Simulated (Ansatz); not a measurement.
Species: CHN, SMILES `C#N` with one electron removed (charge 1, multiplicity 2), formula CHN.

**Question.** How many basis functions does Ansatz (a quantum-chemistry and plane-wave program) with frozen-core CCSD(T)/cc-pVTZ // PBE0-D4/def2-TZVP use, how many core orbitals are frozen, and how many electrons are correlated?

**Answer.** 74 basis functions and 2 frozen orbitals, which leaves 9 correlated electrons. Core time is of the order of seconds.
